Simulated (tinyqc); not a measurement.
Worked calculation: MP2 on RHF in the sto-3g basis, frozen core, for H2O, spin multiplicity 1. One step of it, computed by the program tinyqc.

Question. Integrals over molecular orbitals. (pq|rs) = sum C_ip C_jq C_kr C_ls (ij|kl), one index at a time.

coefficients C, order 1O 1s, 1O 2s, 1O 2px, 1O 2py, 1O 2pz, 2H 1s, 3H 1s:
$$\begin{pmatrix}
0.994372 & -0.237132 & 0.000000 & 0.098937 & 0.000000 & -0.115229 & 0.000000 \\
0.024592 & 0.871607 & 0.000000 & -0.507517 & 0.000000 & 0.710563 & 0.000000 \\
0.000000 & 0.000000 & 0.000000 & 0.000000 & 1.000000 & 0.000000 & 0.000000 \\
0.000000 & 0.000000 & 0.614482 & 0.000000 & 0.000000 & 0.000000 & 0.923261 \\
0.003538 & 0.099673 & 0.000000 & 0.740247 & 0.000000 & 0.761016 & 0.000000 \\
-0.004880 & 0.148102 & 0.452502 & 0.321392 & 0.000000 & -0.724055 & -0.761119 \\
-0.004880 & 0.148102 & -0.452502 & 0.321392 & 0.000000 & -0.724055 & 0.761119
\end{pmatrix}$$

core Hamiltonian H = T + V (hartree), order 1O 1s, 1O 2s, 1O 2px, 1O 2py, 1O 2pz, 2H 1s, 3H 1s:
$$\begin{pmatrix}
-32.611723 & -7.586958 & 0.000000 & 0.000000 & -0.016311 & -1.358621 & -1.358621 \\
-7.586958 & -9.233580 & 0.000000 & 0.000000 & -0.197814 & -3.115637 & -3.115637 \\
0.000000 & 0.000000 & -7.374323 & 0.000000 & 0.000000 & 0.000000 & 0.000000 \\
0.000000 & 0.000000 & 0.000000 & -7.488367 & 0.000000 & -1.709919 & 1.709919 \\
-0.016311 & -0.197814 & 0.000000 & 0.000000 & -7.456361 & -1.509545 & -1.509545 \\
-1.358621 & -3.115637 & 0.000000 & -1.709919 & -1.509545 & -4.682380 & -1.283781 \\
-1.358621 & -3.115637 & 0.000000 & 1.709919 & -1.509545 & -1.283781 & -4.682380
\end{pmatrix}$$

Two-electron integrals (ij|kl) in chemists' order, unique and non-zero (hartree):
```
(11|11) 4.785065    (21|11) 0.741380    (21|21) 0.136873    (22|11) 1.118947
(22|21) 0.256633    (22|22) 0.817206    (31|31) 0.024477    (32|31) 0.037809
(32|32) 0.180518    (33|11) 1.115814    (33|21) 0.256684    (33|22) 0.817023
(33|33) 0.880159    (41|41) 0.024477    (42|41) 0.037809    (42|42) 0.180518
(43|43) 0.047444    (44|11) 1.115814    (44|21) 0.256684    (44|22) 0.817023
(44|33) 0.785270    (44|44) 0.880159    (51|51) 0.024477    (52|51) 0.037809
(52|52) 0.180518    (53|53) 0.047444    (54|54) 0.047444    (55|11) 1.115814
(55|21) 0.256684    (55|22) 0.817023    (55|33) 0.785270    (55|44) 0.785270
(55|55) 0.880159    (61|11) 0.133407    (61|21) 0.024432    (61|22) 0.045550
(61|33) 0.045461    (61|41) 0.000859    (61|42) 0.001613    (61|44) 0.045621
(61|51) 0.000729    (61|52) 0.001368    (61|54) 0.000135    (61|55) 0.045576
(61|61) 0.004418    (62|11) 0.335553    (62|21) 0.077973    (62|22) 0.276231
(62|33) 0.271450    (62|41) 0.004472    (62|42) 0.034650    (62|44) 0.279637
(62|51) 0.003793    (62|52) 0.029388    (62|54) 0.006943    (62|55) 0.277339
(62|61) 0.014203    (62|62) 0.117124    (63|31) 0.008024    (63|32) 0.047199
(63|43) 0.007136    (63|53) 0.006052    (63|63) 0.016395    (64|11) 0.187872
(64|21) 0.044208    (64|22) 0.167205    (64|33) 0.159677    (64|41) 0.010240
(64|42) 0.066975    (64|44) 0.178673    (64|51) 0.001879    (64|52) 0.016773
(64|54) 0.010059    (64|55) 0.163076    (64|61) 0.008396    (64|62) 0.086133
(64|64) 0.079001    (65|11) 0.159343    (65|21) 0.037495    (65|22) 0.141815
(65|33) 0.135430    (65|41) 0.001879    (65|42) 0.016773    (65|44) 0.139437
(65|51) 0.009618    (65|52) 0.061425    (65|54) 0.010534    (65|55) 0.150417
(65|61) 0.007121    (65|62) 0.073053    (65|64) 0.053099    (65|65) 0.061431
(66|11) 0.485791    (66|21) 0.114712    (66|22) 0.467011    (66|33) 0.448376
(66|41) 0.008274    (66|42) 0.089202    (66|44) 0.480549    (66|51) 0.007018
(66|52) 0.075656    (66|54) 0.027288    (66|55) 0.471520    (66|61) 0.021064
(66|62) 0.253014    (66|64) 0.212334    (66|65) 0.180091    (66|66) 0.774606
(71|11) 0.133407    (71|21) 0.024432    (71|22) 0.045550    (71|33) 0.045461
(71|41) -0.000859   (71|42) -0.001613   (71|44) 0.045621    (71|51) 0.000729
(71|52) 0.001368    (71|54) -0.000135   (71|55) 0.045576    (71|61) 0.004354
(71|62) 0.013781    (71|64) 0.007465    (71|65) 0.006915    (71|66) 0.020249
(71|71) 0.004418    (72|11) 0.335553    (72|21) 0.077973    (72|22) 0.276231
(72|33) 0.271450    (72|41) -0.004472   (72|42) -0.034650   (72|44) 0.279637
(72|51) 0.003793    (72|52) 0.029388    (72|54) -0.006943   (72|55) 0.277339
(72|61) 0.013781    (72|62) 0.095078    (72|64) 0.048274    (72|65) 0.057706
(72|66) 0.168306    (72|71) 0.014203    (72|72) 0.117124    (73|31) 0.008024
(73|32) 0.047199    (73|43) -0.007136   (73|53) 0.006052    (73|63) 0.012877
(73|73) 0.016395    (74|11) -0.187872   (74|21) -0.044208   (74|22) -0.167205
(74|33) -0.159677   (74|41) 0.010240    (74|42) 0.066975    (74|44) -0.178673
(74|51) -0.001879   (74|52) -0.016773   (74|54) 0.010059    (74|55) -0.163076
(74|61) -0.007465   (74|62) -0.048274   (74|64) -0.012092   (74|65) -0.028675
(74|66) -0.076420   (74|71) -0.008396   (74|72) -0.086133   (74|74) 0.079001
(75|11) 0.159343    (75|21) 0.037495    (75|22) 0.141815    (75|33) 0.135430
(75|41) -0.001879   (75|42) -0.016773   (75|44) 0.139437    (75|51) 0.009618
(75|52) 0.061425    (75|54) -0.010534   (75|55) 0.150417    (75|61) 0.006915
(75|62) 0.057706    (75|64) 0.028675    (75|65) 0.047377    (75|66) 0.111750
(75|71) 0.007121    (75|72) 0.073053    (75|74) -0.053099   (75|75) 0.061431
(76|11) 0.126693    (76|21) 0.029734    (76|22) 0.114981    (76|33) 0.112137
(76|44) 0.114245    (76|51) 0.002223    (76|52) 0.020770    (76|55) 0.118434
(76|61) 0.005367    (76|62) 0.049065    (76|64) 0.031218    (76|65) 0.034403
(76|66) 0.111784    (76|71) 0.005367    (76|72) 0.049065    (76|74) -0.031218
(76|75) 0.034403    (76|76) 0.025717    (77|11) 0.485791    (77|21) 0.114712
(77|22) 0.467011    (77|33) 0.448376    (77|41) -0.008274   (77|42) -0.089202
(77|44) 0.480549    (77|51) 0.007018    (77|52) 0.075656    (77|54) -0.027288
(77|55) 0.471520    (77|61) 0.020249    (77|62) 0.168306    (77|64) 0.076420
(77|65) 0.111750    (77|66) 0.322353    (77|71) 0.021064    (77|72) 0.253014
(77|74) -0.212334   (77|75) 0.180091    (77|76) 0.111784    (77|77) 0.774606
```

Give: one-electron integrals over orbitals h = C^T H C; Two-electron integrals over orbitals.

Answer.

one-electron integrals over orbitals h = C^T H C (hartree):
$$\begin{pmatrix}
-32.5949 & 0.5641 & 0.0000 & -0.2231 & 0.0000 & 0.2637 & 0.0000 \\
0.5641 & -7.5888 & 0.0000 & 0.5116 & 0.0000 & -1.2633 & 0.0000 \\
0.0000 & 0.0000 & -6.1211 & 0.0000 & 0.0000 & 0.0000 & -1.7366 \\
-0.2231 & 0.5116 & 0.0000 & -6.6843 & 0.0000 & -1.2645 & 0.0000 \\
0.0000 & 0.0000 & 0.0000 & 0.0000 & -7.3743 & 0.0000 & 0.0000 \\
0.2637 & -1.2633 & 0.0000 & -1.2645 & 0.0000 & -5.3521 & 0.0000 \\
0.0000 & 0.0000 & -1.7366 & 0.0000 & 0.0000 & 0.0000 & -5.5145
\end{pmatrix}$$

Two-electron integrals over orbitals (pq|rs), unique and non-zero (hartree); the lowest 1 orbital is frozen and left out:
```
(22|22) 0.7244    (32|32) 0.1345    (33|22) 0.6263    (33|33) 0.6071
(42|22) -0.0158   (42|33) 0.0045    (42|42) 0.1285    (43|32) 0.0249
(43|43) 0.0536    (44|22) 0.6626    (44|33) 0.5758    (44|42) -0.0969
(44|44) 0.7200    (52|52) 0.1482    (53|53) 0.0273    (54|52) -0.0463
(54|54) 0.0510    (55|22) 0.7515    (55|33) 0.6118    (55|42) -0.0792
(55|44) 0.6992    (55|55) 0.8802    (62|22) 0.1360    (62|33) 0.0712
(62|42) 0.0279    (62|44) 0.0675    (62|55) 0.1464    (62|62) 0.0977
(63|32) -0.0349   (63|43) -0.0342   (63|63) 0.0707    (64|22) 0.1171
(64|33) 0.0484    (64|42) -0.0492   (64|44) 0.1312    (64|55) 0.1419
(64|62) 0.0593    (64|64) 0.0917    (65|52) 0.0530    (65|54) 0.0036
(65|65) 0.0357    (66|22) 0.6046    (66|33) 0.5587    (66|42) 0.0497
(66|44) 0.5493    (66|55) 0.5858    (66|62) 0.0965    (66|64) 0.0516
(66|66) 0.5914    (72|32) 0.0495    (72|43) -0.0332   (72|63) 0.0322
(72|72) 0.0657    (73|22) 0.1539    (73|33) 0.0891    (73|42) -0.0806
(73|44) 0.1443    (73|55) 0.1980    (73|62) 0.0704    (73|64) 0.0971
(73|66) 0.0432    (73|73) 0.1591    (74|32) -0.0757   (74|43) -0.0097
(74|63) 0.0510    (74|72) -0.0164   (74|74) 0.0721    (75|53) 0.0238
(75|75) 0.0245    (76|32) 0.0881    (76|43) 0.0580    (76|63) -0.0626
(76|72) -0.0075   (76|74) -0.0605   (76|76) 0.1114    (77|22) 0.6107
(77|33) 0.5907    (77|42) -0.0155   (77|44) 0.5842    (77|55) 0.6101
(77|62) 0.0626    (77|64) 0.0470    (77|66) 0.5567    (77|73) 0.0902
(77|77) 0.6003
```
